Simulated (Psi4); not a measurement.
**One shape, several levels: singlet C2H2Cl2**

Aim: a comparison of 3 runs (BLYP/aug-cc-pVDZ, TPSS/aug-cc-pVDZ, r2SCAN/aug-cc-pVDZ) of singlet C2H2Cl2. 

Program for the calculation: Psi4 1.11.

## (1) The structure to begin with

The species is C2H2Cl2 (6 atoms), meant as a singlet with charge 0. As SMILES of the parent species, `[CH2+][C](Cl)Cl`. Geometry: relaxed at GFN2-xTB. This is one conformer, not always the lowest. That shape belongs to the parent species and isn't relaxed for this state.

Bond lengths: C1–C2 1.367 Å, C2–Cl3 1.696 Å, C2–Cl4 1.696 Å, C1–H5 1.084 Å, C1–H6 1.083 Å. Angles: C1–C2–Cl3 121.1°, C1–C2–Cl4 121.1°, Cl3–C2–Cl4 117.8°, C2–C1–H5 121.2°, C2–C1–H6 121.3°, H5–C1–H6 117.5°.

## (2) Energy and gradient at BLYP/aug-cc-pVDZ (run 1)

Contents of calc.py:

```python
import psi4

psi4.set_memory(1600000000)
psi4.set_num_threads(1)
psi4.set_output_file('output.dat', False)

m = psi4.geometry("""
0 1
C
C 1 1.367085
Cl 2 1.695966 1 121.10312
Cl 2 1.695988 1 121.12527 3 -179.988
H 1 1.083607 2 121.20334 3 179.95385
H 1 1.083479 5 117.54185 2 179.99459
symmetry c1
no_reorient
no_com
""")

psi4.set_options({
    'puream': True,
    'e_convergence': 1e-09,
    'd_convergence': 1e-08,
    'scf_type': 'pk',
    'dft_radial_points': 99,
    'dft_spherical_points': 590,
})

e, wfn = psi4.gradient("blyp/aug-cc-pVDZ", molecule=m, return_wfn=True)
print('gradient / Eh bohr^-1')
print(e.np.round(6))
print(f'energy = {wfn.energy():.10f} Eh')
```

Run with:

```sh
$ python calc.py
```

output.dat:

```text
[...]
  Running in c1 symmetry.
[...]
  Nuclear repulsion =  190.955442282423064
[...]
  Multiplicity = 1
[...]
  Nalpha       = 24
  Nbeta        = 24
[...]
    Number of basis functions: 118
[...]
   @RKS iter   1:  -997.13986693567540    4.67439e-01   8.84918e-03 ADIIS/DIIS
[...]
   @RKS iter  13:  -997.76023345062094    6.82121e-13   6.33661e-09 DIIS
[...]
  @RKS Final Energy:  -997.76023345062094
   => Energetics <=
    Nuclear Repulsion Energy =            190.9554422824230642
    One-Electron Energy =               -1753.5768701365623201
    Two-Electron Energy =                 632.8647027300919490
    DFT Exchange-Correlation Energy =     -68.0035083265736660
    Empirical Dispersion Energy =           0.0000000000000000
    VV10 Nonlocal Energy =                  0.0000000000000000
    Total Energy =                       -997.7602334506209445
[...]
  -Total Gradient:
     Atom            X                  Y                   Z
    ------   -----------------  -----------------  -----------------
       1        0.000000203618    -0.000162850818    -0.020496919129
       2        0.000008938566     0.000042553870     0.058816654561
       3       -0.000017010985     0.026438625536    -0.020984828140
       4        0.000013003717    -0.026404763112    -0.020945086872
       5       -0.000016126317    -0.007416467001     0.001807848620
       6        0.000010953202     0.007502921727     0.001808706850
[...]
```

The script printed:

```text
gradient / Eh bohr^-1
[[ 0.0000e+00 -1.6300e-04 -2.0497e-02]
 [ 9.0000e-06  4.3000e-05  5.8817e-02]
 [-1.7000e-05  2.6439e-02 -2.0985e-02]
 [ 1.3000e-05 -2.6405e-02 -2.0945e-02]
 [-1.6000e-05 -7.4160e-03  1.8080e-03]
 [ 1.1000e-05  7.5030e-03  1.8090e-03]]
energy = -997.7602334506 Eh
```

Run time: 41 s. Hardware: 1 thread of AMD EPYC 9R45 (Zen 5), shared host; peak memory 0.8 GiB.

## (3) The energy at TPSS/aug-cc-pVDZ (run 2)

Contents of run.py:

```python
import numpy as np
from ase.calculators.psi4 import Psi4
from ase import Atoms

mol = Atoms(['C', 'C', 'Cl', 'Cl', 'H', 'H'], positions=[
    [0.019560, 0.788170, -0.001230],
    [-0.014450, -0.578490, 0.001010],
    [0.272620, -1.459680, 1.421360],
    [-0.344760, -1.449540, -1.416220],
    [-0.162880, 1.352790, -0.907940],
    [0.229910, 1.346750, 0.903020],
])
calc = Psi4(atoms=mol, method='tpss', basis='aug-cc-pVDZ', memory='1600MB', num_threads=1, charge=0, multiplicity=1, label='c2h2cl2')
calc.psi4.set_options({'puream': True, 'e_convergence': 1e-09, 'd_convergence': 1e-08, 'scf_type': 'pk', 'dft_radial_points': 99, 'dft_spherical_points': 590})
mol.calc = calc

print(f'energy: {mol.get_potential_energy():.6f} eV')
```

Run with:

```sh
$ python run.py
```

c2h2cl2.dat:

```text
[...]
  Running in c1 symmetry.
[...]
  Nuclear repulsion =  190.955484508125068
[...]
  Multiplicity = 1
[...]
  Nalpha       = 24
  Nbeta        = 24
[...]
    Number of basis functions: 118
[...]
   @RKS iter   1:  -997.33909849490090    3.53165e-01   8.07020e-03 ADIIS/DIIS
[...]
   @RKS iter  12:  -997.85897368540839   -1.81899e-12   4.79934e-09 DIIS
[...]
  @RKS Final Energy:  -997.85897368540839
   => Energetics <=
    Nuclear Repulsion Energy =            190.9554845081250676
    One-Electron Energy =               -1753.7524479103221893
    Two-Electron Energy =                 633.0594449786422047
    DFT Exchange-Correlation Energy =     -68.1214552618534270
    Empirical Dispersion Energy =           0.0000000000000000
    VV10 Nonlocal Energy =                  0.0000000000000000
    Total Energy =                       -997.8589736854083867
[...]
 Multipole Moments:
 ------------------------------------------------------------------------------------
     Multipole            Electronic (a.u.)      Nuclear  (a.u.)        Total (a.u.)
 ------------------------------------------------------------------------------------
 L = 1.  Multiply by 2.5417464519 to convert [e a0] to [Debye]
 Dipole X            :         -0.1191040            0.1299774            0.0108734
 Dipole Y            :         -4.8015858            5.2382543            0.4366685
 Dipole Z            :          0.0085161           -0.0093967           -0.0008806
 Magnitude           :                                                    0.4368048
[...]
```

On the terminal:

```text
energy: -27153.125731 eV
```

Run time: 48 s. Hardware: 1 thread of AMD EPYC 9R45 (Zen 5), shared host; peak memory 0.85 GiB.

## (4) A single-point energy at r2SCAN/aug-cc-pVDZ (run 3)

Contents of c2h2cl2.py:

```python
import psi4

psi4.set_memory(1600000000)
psi4.set_num_threads(1)
psi4.core.set_output_file('psi4.out', False)

geom = psi4.geometry("""
0 1
C      0.019560     0.788170    -0.001230
C     -0.014450    -0.578490     0.001010
Cl     0.272620    -1.459680     1.421360
Cl    -0.344760    -1.449540    -1.416220
H     -0.162880     1.352790    -0.907940
H      0.229910     1.346750     0.903020
symmetry c1
""")

options = {'basis': 'aug-cc-pVDZ', 'reference': 'rks', 'puream': True, 'e_convergence': 1e-09, 'd_convergence': 1e-08, 'scf_type': 'pk', 'dft_radial_points': 99, 'dft_spherical_points': 590}
psi4.set_options(options)

e, wfn = psi4.energy('r2scan', return_wfn=True)
psi4.oeprop(wfn, 'MAYER_INDICES', 'DIPOLE', 'MULLIKEN_CHARGES')
print('E =', round(e, 9))
```

Run with:

```sh
$ python c2h2cl2.py
```

psi4.out:

```text
[...]
  Running in c1 symmetry.
[...]
  Nuclear repulsion =  190.955484508125068
[...]
  Multiplicity = 1
[...]
  Nalpha       = 24
  Nbeta        = 24
[...]
    Number of basis functions: 118
[...]
   @RKS iter   1:  -997.24142026723564    2.87217e-01   7.55518e-03 DIIS/ADIIS
[...]
   @RKS iter  12:  -997.69551881529037    4.54747e-13   3.22295e-09 DIIS
[...]
  @RKS Final Energy:  -997.69551881529037
   => Energetics <=
    Nuclear Repulsion Energy =            190.9554845081250676
    One-Electron Energy =               -1753.5866159222221086
    Two-Electron Energy =                 632.8807339446641436
    DFT Exchange-Correlation Energy =     -67.9451213458574301
    Empirical Dispersion Energy =           0.0000000000000000
    VV10 Nonlocal Energy =                  0.0000000000000000
    Total Energy =                       -997.6955188152903702
[...]
 Multipole Moments:
 ------------------------------------------------------------------------------------
     Multipole            Electronic (a.u.)      Nuclear  (a.u.)        Total (a.u.)
 ------------------------------------------------------------------------------------
 L = 1.  Multiply by 2.5417464519 to convert [e a0] to [Debye]
 Dipole X            :         -0.1193002            0.1299774            0.0106773
 Dipole Y            :         -4.8095094            5.2382543            0.4287450
 Dipole Z            :          0.0085203           -0.0093967           -0.0008765
 Magnitude           :                                                    0.4288788
[...]
```

The script printed:

```text
E = -997.695518815
```

Wall time 45 s (1 thread of AMD EPYC 9R45 (Zen 5), shared host); peak memory 0.81 GiB.

## (5) The series

| run | level | task | properties | energy (Eh) | dipole moment (D) | HOMO energy (eV) | LUMO energy (eV) | wall time |
| --- | --- | --- | --- | --- | --- | --- | --- | --- |
| 1 | BLYP/aug-cc-pVDZ | gradient | – | -997.760233 | 1.02 | -6.09 | -1.69 | 41 s |
| 2 | TPSS/aug-cc-pVDZ | energy | – | -997.858974 | 1.11 | -6.27 | -1.65 | 48 s |
| 3 | r2SCAN/aug-cc-pVDZ | energy | (mayer, dipole, mulliken) | -997.695519 | 1.09 | -6.47 | -1.63 | 45 s |

## (6) Summary of results

```
            quantity          value
 run 3: total energy  -997.69552 Eh
run 3: dipole moment         1.09 D
  run 3: HOMO energy       -6.47 eV
  run 3: LUMO energy       -1.63 eV
run 3: HOMO–LUMO gap        4.84 eV
```

**Reading.** The dipole moment (its size) runs from 1.02 D (BLYP/aug-cc-pVDZ) to 1.11 D (TPSS/aug-cc-pVDZ). The HOMO–LUMO gap runs from 4.39 eV (BLYP/aug-cc-pVDZ) to 4.84 eV (r2SCAN/aug-cc-pVDZ). Totals of different functionals can't be ranked against each other. All runs together took 2.2 min, the longest 48 s.
